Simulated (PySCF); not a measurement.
## One molecule, a ladder of functionals, a line

Molecule: SMILES CC(CF)CF, C4H8F2.

Molfile (atoms numbered from 1):
```
C4H8F2
     RDKit          3D

 14 13  0  0  0  0  0  0  0  0999 V2000
   -0.5933   -1.4265    0.2376 C   0  0  0  0  0  0  0  0  0  0  0  0
   -0.3130   -0.0854   -0.4260 C   0  0  0  0  0  0  0  0  0  0  0  0
    1.1679    0.2399   -0.4438 C   0  0  0  0  0  0  0  0  0  0  0  0
    1.6586    0.2686    0.8426 F   0  0  0  0  0  0  0  0  0  0  0  0
   -1.0913    1.0269    0.2515 C   0  0  0  0  0  0  0  0  0  0  0  0
   -0.8996    2.2142   -0.4138 F   0  0  0  0  0  0  0  0  0  0  0  0
   -1.6686   -1.6610    0.2382 H   0  0  0  0  0  0  0  0  0  0  0  0
   -0.0728   -2.2412   -0.2877 H   0  0  0  0  0  0  0  0  0  0  0  0
   -0.2408   -1.4245    1.2799 H   0  0  0  0  0  0  0  0  0  0  0  0
   -0.6410   -0.1180   -1.4807 H   0  0  0  0  0  0  0  0  0  0  0  0
    1.3365    1.2278   -0.9017 H   0  0  0  0  0  0  0  0  0  0  0  0
    1.7298   -0.5211   -1.0121 H   0  0  0  0  0  0  0  0  0  0  0  0
   -2.1707    0.7988    0.2588 H   0  0  0  0  0  0  0  0  0  0  0  0
   -0.7489    1.1505    1.2932 H   0  0  0  0  0  0  0  0  0  0  0  0
  1  2  1  0
  2  3  1  0
  3  4  1  0
  2  5  1  0
  5  6  1  0
  1  7  1  0
  1  8  1  0
  1  9  1  0
  2 10  1  0
  3 11  1  0
  3 12  1  0
  5 13  1  0
  5 14  1  0
M  END
```

GIAO shieldings (ppm, equivalent atoms averaged) in PySCF 2.14.0 with density-fitted response routines on the PBE0-D3(BJ)/def2-SVP geometry, basis pcSseg-1, gas phase, non-relativistic:

```tsv
functional	exact exchange (%)	σ(C3/C5)	σ(F4/F6)
BLYP	0	88.1	414.9
BP86	0	93.8	418.9
PBE	0	94.1	417.5
B3LYP	20	94.6	426.9
mPW1PW91	25	100.8	431.0
BHandHLYP	50	102.9	440.8
HF	100	116.0	457.9
```

**Question.** Fit each shielding as a line in the percentage of exact exchange.

**Answer.** σ(C3/C5) = 92.0 + 0.24 x (rms 2.3 ppm); σ(F4/F6) = 418.2 + 0.41 x (rms 1.9 ppm). The functionals also differ in their semilocal parts, which the line can't hold; Hartree–Fock has no correlation at all.

**Question.** What does the line predict for PBE0 (25 %), and what does the run give?

**Answer.** σ(C3/C5): 98.0 predicted, 101.6 computed; σ(F4/F6): 428.4 predicted, 431.2 computed ppm.
